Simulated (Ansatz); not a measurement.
## Chromium, bcc: convergence with the plane-wave cutoff

Computed with Ansatz, r²SCAN, scalar-relativistic PAW, on the relaxed cell (a = 2.830 Å; non-magnetic). Errors count from a run at 500 eV on a Γ-centred 25×25×25 mesh with Fermi-Dirac smearing of 0.05 eV, extrapolated to zero width. Fixed here: mesh 15×15×15, Fermi-Dirac width 0.05 eV. The pressure holds a Pulay correction and is unreliable far below the recommended cutoff.

| cutoff (eV) | E(σ→0) error (meV/atom) | P (GPa) | SCF iterations |
| --- | --- | --- | --- |
| 150 | 34205.9 | -47.49 | 20 |
| 250 | 1638.3 | 2.78 | 19 |
| 300 | 219.2 | 0.58 | 18 |
| 350 | 26.6 | 0.01 | 19 |
| 420 | 8.1 | 0.11 | 19 |
| 500 | 5.1 | -0.01 | 19 |
| 600 | 4.3 | -0.04 | 19 |
| 800 | 3.1 | -0.06 | 19 |

Task: What does the run at 200 give (cutoff)?

Result: E(σ→0) error (meV/atom): 8273.1; P (GPa): -46.08; SCF iterations: 22.

Within 5 meV/atom of the last row: from 420 eV on.
